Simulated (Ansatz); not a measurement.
# CoRu3: from a trial structure to a relaxed crystal

Method: Ansatz 0.2.0, DFT r2SCAN, scalar-relativistic, plane waves, PAW. Cutoff 500 eV, Γ-centred k mesh, Gaussian smearing, no spin polarisation in the final step.

The start puts CoRu3 on the Cu3Au (L1_2) structure type (Pm-3m, No. 221), with Co in place of Au, Ru in place of Cu, at a guessed volume.

```
Co Ru
1.0
     3.62980    0.00000    0.00000
     0.00000    3.62980    0.00000
     0.00000    0.00000    3.62980
Co Ru
1 3
Direct
  0.00000 0.00000 0.00000
  0.00000 0.50000 0.50000
  0.50000 0.00000 0.50000
  0.50000 0.50000 0.00000
```

Cell and atoms relax at zero pressure; the relaxation can't lower the symmetry of the start. After a coarse first stage the cell is made exact in the group found at 0.06 Å.

Formation energies are uncorrected and refer to the elements' standard structures at the same level.

**Question.** Describe the relaxed structure.

**Answer.** It keeps Pm-3m (No. 221). The result has the Cu3Au (L1_2) structure. Conventional cell: a = 3.705 Å. Co is coordinated by 12 Ru at 2.62 Å; around Ru lie 4 Co at 2.62 Å and 8 Ru at 2.62 Å.

Space group Pm-3m (No. 221). a = 3.705 Å, b = 3.705 Å, c = 3.705 Å, α = 90.00°, β = 90.00°, γ = 90.00°
```
atom site symmetry x y z
  Co    1a m-3m  0.0000  0.0000  0.0000
  Ru    3c    4/mm.m  0.0000  0.5000  0.5000
```

**Question.** What are its volume, energy, density and gap?

**Answer.** The volume per atom is 12.71 Å³, the density is 11.83 g/cm³ and the energy over the elements is 0.23 eV/atom. The gap on the 12×12×12 mesh is 0 eV (a metal).

The final run used a 12×12×12 mesh on its 4-atom cell and 0.10 eV smearing. For metals, differences of a few meV/atom aren't resolved. Symmetry constrained the relaxation, so the result can be a saddle point.

Cost: 3 runs of about 4.6 core-minutes in all, on Intel Xeon Processor @ 2.50GHz (Skylake/Cascade Lake) (shared hosts).